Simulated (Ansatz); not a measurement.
Task: a composite energy at a relaxed geometry of CH₅SSi, SMILES C[SiH]S, with the Python package of Ansatz (0.2.0). Give the script and its output. Settings (for the species named): PBE0, def2-SVP basis, multiplicity 2.

```xyz
8

C    -0.5234    0.7055   -0.4278
Si    1.0191   -0.0897   -0.0461
S     0.5763   -1.8799    1.0429
H    -0.3274    1.6880   -0.9997
H    -1.1218    1.0017    0.4519
H    -1.2180    0.1286   -1.0526
H     1.9058    0.7917    0.7950
H    -0.2183   -2.4030    0.1806
```

`composite_ch5ssi.py`
```python
"""A composite energy for CH5SSi: DFT geometry, MP2 basis limit, coupled-cluster correction."""

import itertools

import ansatz as az
from ase.data import atomic_numbers, covalent_radii
import numpy as np

GEOMETRY = """
C    -0.52340    0.70550   -0.42780
Si    1.01910   -0.08970   -0.04610
S     0.57630   -1.87990    1.04290
H    -0.32740    1.68800   -0.99970
H    -1.12180    1.00170    0.45190
H    -1.21800    0.12860   -1.05260
H     1.90580    0.79170    0.79500
H    -0.21830   -2.40300    0.18060
"""


def main() -> None:
    geometry = az.Crystal.molecule()
    for line in GEOMETRY.strip().splitlines():
        symbol, *xyz = line.split()
        geometry = geometry.atom(symbol, [float(v) for v in xyz])

    setup = geometry.calculation().basis(gaussian="def2-SVP").functional("pbe0").spin("collinear", total=1)
    symbols = [site.symbol for site in geometry.cartesian_sites]
    start = np.array([site.position_ang for site in geometry.cartesian_sites], dtype=float)
    data = setup.relax(force_tolerance=0.01).run(threads=1).report
    end = np.array(data["positions_ang"])
    # pairs closer than 1.2 times the sum of covalent radii, before or after
    radius = [covalent_radii[atomic_numbers[s]] for s in symbols]
    span = lambda where, i, j: np.linalg.norm(where[i] - where[j])
    bonded = [(i, j) for i, j in itertools.combinations(range(len(symbols)), 2) if min(span(start, i, j), span(end, i, j)) < 1.2 * (radius[i] + radius[j])]
    print("pair        before    after (A)")
    for i, j in bonded:
        print(f"{symbols[i]}{i}-{symbols[j]}{j}".ljust(10), f"{span(start, i, j):8.4f} {span(end, i, j):8.4f}")

    minimum = az.Crystal.molecule()
    for symbol, place in zip(symbols, end):
        minimum = minimum.atom(symbol, place.tolist())
    at_minimum = minimum.calculation().spin("collinear", total=1)
    # MP2 extrapolated to the basis limit, plus the small-basis difference CCSD(T) - MP2
    level = lambda method, basis: at_minimum.basis(gaussian=basis).correlation(method).run(threads=1).report
    small, large, cluster = level("mp2", "cc-pVDZ"), level("mp2", "cc-pVTZ"), level("ccsd_t", "cc-pVDZ")
    corr = lambda each: (each["free_energy_ev"] - each["reference_energy_ev"]) / 27.211386246
    mp2_limit = (27 * corr(large) - 8 * corr(small)) / 19
    pieces = {"HF / cc-pVTZ": large["reference_energy_ev"] / 27.211386246, "MP2 correlation, DZ-TZ limit": mp2_limit, "CCSD(T) - MP2 / cc-pVDZ": corr(cluster) - corr(small)}
    for name, value in pieces.items():
        print(f"{name:32s} {value:14.6f} Ha")
    print(f"{'sum':32s} {sum(pieces.values()):14.6f} Ha")
    print("T1 diagnostic", round(cluster["correlation"]["coupled_cluster"]["t1_diagnostic"], 4))


if __name__ == "__main__":
    main()
```

```console
$ python composite_ch5ssi.py
pair        before    after (A)
C0-Si1       1.7769   1.8864
C0-H3        1.1536   1.1014
C0-H4        1.1044   1.1022
C0-H5        1.0980   1.1004
Si1-S2       2.1417   2.1535
Si1-H6       1.5068   1.4984
S2-H7        1.2840   1.3517
HF / cc-pVTZ                        -727.288879 Ha
MP2 correlation, DZ-TZ limit          -0.502657 Ha
CCSD(T) - MP2 / cc-pVDZ               -0.059990 Ha
sum                                 -727.851526 Ha
T1 diagnostic 0.013
```

Notes:
- Total energies depend on the basis set; only differences at equal settings carry meaning.
- The sum leaves out core correlation, relativity, the Hartree-Fock basis error and zero-point energy; a DZ-TZ extrapolation is rough.
- The species is open-shell (spin multiplicity 2).
- Inner cores stay frozen, so this is valence correlation.
- For Al to Cl the sets with a tight d function, cc-pV(X+d)Z, are usual.
- An extrapolation from small basis sets is rough.
- It ran for 46 s on 1 thread of Arm Neoverse V2 (shared host), peak memory 0.42 GiB.

(A comment or docstring line of the script was reworded after the run, the code is as it ran.)
